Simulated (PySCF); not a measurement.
[PS4]3-: core ionisation energies

Species: PS4 (charge -3).
Geometry (GFN2-xTB, Å), atoms numbered from 1 in this order:
```
atom  x, y, z in Å
S1     0.0594   -0.3152    2.0249
P2     0.0016    0.0010   -0.0034
S3    -0.1948    2.0104   -0.3785
S4     1.7401   -0.6876   -0.8529
S5    -1.5976   -1.0057   -0.8074
```

Method: delta-SCF UKS SCAN, pcX-2 on the ionised atom, pcseg-1 elsewhere, spin-free X2C in PySCF 2.14.0. Binding energies are ΔSCF values: E(core-ionised, relaxed orbitals) − E(ground state) at a fixed geometry, referred to the vacuum level.

Q: What binding energy does each computed site have?

A: 
```csv
atom(s),bonded to,level,binding energy (eV),2p1/2 (eV),count
P2,4 S,P 2p3/2,124.59,125.47,1
P2,4 S,P 1s,2138.66,–,1
S1/S3/S4/S5,P,S 1s,2461.54,–,4
```

Q: Which photon energy gives electrons from P 2p3/2 of P2 a kinetic energy of 20 eV, and what is their de Broglie wavelength?

A: hν = 124.59 + 20 = 144.59 eV, recoil neglected; λ = 12.264 Å/√(E/eV) = 2.74 Å.

The first atom of each set that the bonding makes equivalent was ionised and stands for the set. Not every level is listed. The 2p values add to the ΔSCF energy of one spin-free hole a correction within the shell (spin–orbit coupling, ligand field). 2p1/2 minus 2p3/2 (ligand field included): P 0.89 eV. The species carries charge -3, so core ionisation leaves charge -2. The basis sets have no added diffuse functions. Whether so highly charged an anion holds all its electrons in the gas phase wasn't checked; a finite basis holds them in any case. The ion is multiply charged and computed without counter-ions or solvent.
